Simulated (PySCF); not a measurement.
# N: ionisation energy

N [He] 2s2 2p3 (4S) → N⁺ [He] 2s2 2p2 (3P), as a difference of total energies. Computed with PySCF 2.14 in x2c-SVPall (3s2p1d, 14 functions), with the spin-free X2C one-electron Hamiltonian (Gaussian nucleus). Correlated levels: valence: 1s2 frozen. The calculations carry no spin-orbit coupling.

| method | ionisation energy (eV) | error (eV) |
| --- | --- | --- |
| UHF | 14.030 | -0.515 |
| MN15 | 14.551 | +0.006 |
| M06-L | 14.842 | +0.297 |
| MP2 (valence) | 14.448 | -0.097 |
| SCS-MP2 (valence) | 14.237 | -0.308 |
| CCSD (valence) | 14.273 | -0.272 |
| CCSD(T) (valence) | 14.269 | -0.276 |

Reference: 14.545 eV (measured; NIST levels, between the centres of gravity of the two terms).

Errors of the correlated levels include the incompleteness of this basis and the frozen core.
